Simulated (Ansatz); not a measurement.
HGeMg, quartet: reading a ladder of total energies

Geometry: a point of a stretch scan, not a stationary point.

```xyz
3

Ge    0.0000    0.0000   -0.9555
Mg    0.0000    0.0000   -3.4500
H     0.0000    0.0000    4.4055
```

Basis 6-31G (Cartesian d functions); Ansatz 0.2.0. Only valence electrons are correlated (noble-gas cores and the filled d shells of p-block atoms frozen), which leaves 7 electrons in 25 orbitals. R marks a restricted (for open shells ROHF) determinant. No spin–orbit coupling is included, and no scalar relativity. The metal's outer-core shells are frozen, which leaves out core–valence correlation.

Full CI is exact within this basis and frozen core; it isn't the basis-set limit.

RCCSD has a T1 diagnostic of 0.053 and a largest doubles amplitude of 0.21.

Runs differ by some tens of microhartree through their thresholds and, for an open shell, their frozen cores, so steps under 0.03 kcal/mol mean nothing.

```json
{"level": "RHF", "total energy (hartree)": "-2275.078096"}
{"level": "RMP2", "total energy (hartree)": "-2275.128736"}
{"level": "RCCSD", "total energy (hartree)": "-2275.150398"}
{"level": "RCCSD(T)", "total energy (hartree)": "-2275.152733"}
{"level": "RCCSDT", "total energy (hartree)": "-2275.153679"}
{"level": "RCCSDT(Q)", "total energy (hartree)": "-2275.153831"}
{"level": "full CI", "total energy (hartree)": "-2275.153865"}
```

What is the correlation energy at full CI, and what share of it do RMP2 and RCCSDT recover?

E(corr) = -2275.153865 − (-2275.078096) = -0.075769 hartree = -2.062 eV. RMP2: -0.050640 / -0.075769 = 66.83 %. RCCSDT: -0.075583 / -0.075769 = 99.75 %.

By how many kcal/mol does RCCSD(T) miss full CI (1 hartree = 627.509 kcal/mol), and which steps make up the rest?

-2275.152733 − (-2275.153865) = 0.001132 hartree = 0.71 kcal/mol. Steps: RCCSDT − RCCSD(T) = -0.59, RCCSDT(Q) − RCCSDT = -0.10, full CI − RCCSDT(Q) = -0.02 kcal/mol. That is within 1 kcal/mol of the reference in this basis, which itself misses far more of the correlation at the basis-set limit.
